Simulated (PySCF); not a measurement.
## Two-photon absorption: `C=C[C@H](C)CO`, C5H10O

Molfile (atoms numbered from 1):
```
C5H10O
     RDKit          3D

 16 15  0  0  0  0  0  0  0  0999 V2000
    1.6351   -1.2029    0.5327 C   0  0  0  0  0  0  0  0  0  0  0  0
    1.0682   -0.0782    0.9783 C   0  0  0  0  0  0  0  0  0  0  0  0
    0.5143    1.0140    0.1125 C   0  0  2  0  0  0  0  0  0  0  0  0
    0.8839    2.3977    0.6324 C   0  0  0  0  0  0  0  0  0  0  0  0
   -1.0090    0.8472    0.0126 C   0  0  0  0  0  0  0  0  0  0  0  0
   -1.3848   -0.3719   -0.5507 O   0  0  0  0  0  0  0  0  0  0  0  0
    1.7922   -1.3752   -0.5374 H   0  0  0  0  0  0  0  0  0  0  0  0
    1.9822   -1.9804    1.2187 H   0  0  0  0  0  0  0  0  0  0  0  0
    0.9353    0.0574    2.0611 H   0  0  0  0  0  0  0  0  0  0  0  0
    0.9120    0.8842   -0.9090 H   0  0  0  0  0  0  0  0  0  0  0  0
    1.9748    2.5230    0.6943 H   0  0  0  0  0  0  0  0  0  0  0  0
    0.4884    3.1866   -0.0258 H   0  0  0  0  0  0  0  0  0  0  0  0
    0.4705    2.5651    1.6407 H   0  0  0  0  0  0  0  0  0  0  0  0
   -1.4514    0.9967    1.0216 H   0  0  0  0  0  0  0  0  0  0  0  0
   -1.4169    1.6425   -0.6326 H   0  0  0  0  0  0  0  0  0  0  0  0
   -0.9004   -1.0625   -0.0795 H   0  0  0  0  0  0  0  0  0  0  0  0
  1  2  2  0
  2  3  1  0
  3  4  1  0
  3  5  1  0
  5  6  1  0
  1  7  1  0
  1  8  1  0
  2  9  1  0
  3 10  1  6
  4 11  1  0
  4 12  1  0
  4 13  1  0
  5 14  1  0
  5 15  1  0
  6 16  1  0
M  END
```

Computed with TDDFT CAM-B3LYP/def2-TZVPD excited states, vertical, gas phase in PySCF. Geometry: PBE0-D3(BJ)/def2-SVP.

Problem. How strongly do the lowest singlets absorb one photon, and two photons of half the energy?

Solution. δ for parallel linear polarisation; σ at the peak of a Lorentzian of half width 0.1 eV, single beam; Ω is circular over linear.
| state | E (eV) | f | photon λ (nm) | δ (au) | σ (GM) | Ω | main |
| --- | --- | --- | --- | --- | --- | --- | --- |
| S1 | 6.96 | 0.163 | 356 | 27.7 | 0.49 | 0.93 | HOMO→LUMO 0.46, HOMO→LUMO+1 0.44 |
| S2 | 7.05 | 0.028 | 352 | 31.5 | 0.57 | 0.52 | HOMO→LUMO+1 0.38, HOMO→LUMO 0.33 |
| S3 | 7.32 | 0.060 | 339 | 38.8 | 0.76 | 0.98 | HOMO−1→LUMO 0.41, HOMO→LUMO+4 0.27 |
| S4 | 7.45 | 0.094 | 333 | 12.8 | 0.26 | 1.36 | HOMO−1→LUMO+1 0.41, HOMO→LUMO+3 0.19 |
| S5 | 7.57 | 0.108 | 328 | 40 | 0.84 | 1.48 | HOMO→LUMO+3 0.38, HOMO−1→LUMO+1 0.23 |
| S6 | 7.72 | 0.002 | 321 | 33.3 | 0.73 | 1.50 | HOMO→LUMO+2 0.42, HOMO→LUMO+3 0.28 |

Among these, the strongest one-photon state is S1, the strongest two-photon state S5, with a dipole change of 1.7 D (relaxed, norm of the difference vector).
